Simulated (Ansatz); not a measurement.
bcc Cs, relaxed in Ansatz (plane waves) with several semilocal functionals. Each gives its own volume and its own elastic constant C11:

| level | V0 (Å³/atom) | elastic constant C11 (GPa) | ln V0 | ln C11 |
|---|---|---|---|---|
| LDA | 95.630 | 2.779 | 4.5605 | 1.0221 |
| PBEsol | 108.684 | 2.321 | 4.6884 | 0.8420 |
| r²SCAN | 123.415 | 2.186 | 4.8156 | 0.7821 |

Task: Fit a straight line to ln C11 against ln V0. What does it predict for PBE, whose volume is 116.894 Å³/atom?

Result: With x = ln V0 and y = ln C11: means 4.68817 and 0.88207; Σ(Δx Δy) = -0.03063, Σ(Δx²) = 0.03254, so the slope is -0.941. At x = 4.7613 the line gives y = 0.88207 + (-0.941) × (4.7613 − 4.68817) = 0.8133, or 2.255 GPa. The run with PBE gives 2.180 GPa, -3.3 % from the line. The rows used scatter about it by up to 3.9 %, while the largest value lies 27 % above the smallest.

Measured: 2.6 GPa (measured, temperature not stated, not corrected to a static lattice; as tabulated in arXiv:1601.06701).

Ansatz's density-functional and Hartree–Fock values are scalar-relativistic unless marked +SOC, with PAW data made under PBE.

Ansatz is a first-principles code.
